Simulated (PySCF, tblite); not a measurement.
# Complex of fluoride and 5 × hydrogen fluoride

A gas-phase complex of fluoride and 5 × hydrogen fluoride; charge -1, singlet. The structure comes from a short search (6 tight-binding starts) and was relaxed by PBE0-D3(BJ)/def2-SVPD; another way of binding may lie lower. No frequency run checks that it is a minimum.

```
part               name  SMILES  atoms  charge  multiplicity
   1           fluoride    [F-]      1      -1             1
   2  hydrogen fluoride       F    2–3       0             1
   3  hydrogen fluoride       F    4–5       0             1
   4  hydrogen fluoride       F    6–7       0             1
   5  hydrogen fluoride       F    8–9       0             1
   6  hydrogen fluoride       F  10–11       0             1
```

Coordinates in Å:
```
F1     -0.335   -0.493   -0.967
F2     -1.458   -2.179    0.515
H3     -1.036   -1.544   -0.053
F4      0.838    0.986    0.470
H5      0.365    0.375   -0.150
F6      2.726    2.603    0.077
H7      2.018    1.983    0.175
F8     -2.070    0.736   -2.297
H9     -1.413    0.267   -1.794
F10     1.095   -1.735   -2.611
H11     0.554   -1.263   -1.988
```

Contacts between parts, classed by geometry: H5···F1 1.382 Å (hydrogen bond, 177°); H9···F1 1.557 Å (hydrogen bond, 180°); H11···F1 1.558 Å (hydrogen bond, 180°); H3···F1 1.560 Å (hydrogen bond, 179°); H7···F4 1.573 Å (hydrogen bond, 175°).

Deforming the relaxed parts to their shape here costs 4.6 kcal/mol, which the interaction energies leave out.

Interaction energies are complex less parts, with the parts frozen as they stand in it; counterpoise-corrected, in kcal/mol (PySCF).

(1) How strongly do the parts interact, level by level?

(2) What holds them together? Decompose the wB97M-D3(BJ)/def2-SVPD energy: frozen parts, their antisymmetrised product, then relaxation.

The parts were also relaxed and run alone, at the levels used for the complex: shieldings by PBE0/aug-pcSseg-2; core levels by delta-SCF with SCAN, aug-pcX-2 on the ionised atom and aug-pcseg-1 elsewhere, spin-free X2C.

Values alone: F4–H5 bond (Å): 0.920; shielding of H5 (ppm): 29.21; shielding of F1 (ppm): 479.9; shielding of H9 (ppm): 29.21; shielding of F4 (ppm): 411.2; F1 1s core level (eV): 680.05; F4 1s core level (eV): 694.15; F8 1s core level (eV): 694.15.

(3) What does binding change?

Answers

(1) 
| level | interaction | superposition error removed |
| --- | --- | --- |
| wB97M-D3(BJ)/def2-SVPD | -130.49 | -2.40 |
| PBE0-D3(BJ)/def2-SVPD | -135.30 | -2.78 |

(2) electrostatic -175.8, Pauli repulsion +110.6, orbital relaxation -64.8, dispersion correction -2.9 kcal/mol, which sum to the value before the counterpoise correction; the Pauli term holds the exchange-correlation of the frozen density too. Of the attraction, 72 % is electrostatic, 27 % is orbital relaxation, 1 % is dispersion correction.

(3) 
| property | alone | in the complex | change |
| --- | --- | --- | --- |
| F4–H5 bond (Å) | 0.920 | 0.990 | +0.070 |
| shielding of H5 (ppm) | 29.21 | 17.64 | -11.57 |
| shielding of F1 (ppm) | 479.9 | 333.6 | -146.2 |
| shielding of H9 (ppm) | 29.21 | 22.49 | -6.72 |
| shielding of F4 (ppm) | 411.2 | 377.6 | -33.6 |
| F1 1s core level (eV) | 680.05 | 687.89 | +7.84 |
| F4 1s core level (eV) | 694.15 | 689.11 | -5.04 |
| F8 1s core level (eV) | 694.15 | 688.79 | -5.36 |

Density functionals tend to overstate the lengthening and the red shift of so strongly bound an X–H bond.

The 4 runs behind this took 5.8 min in all, one thread each of Arm Neoverse N1 on a shared host, launched as `OMP_NUM_THREADS=1 python cluster_run.py task.json out`.
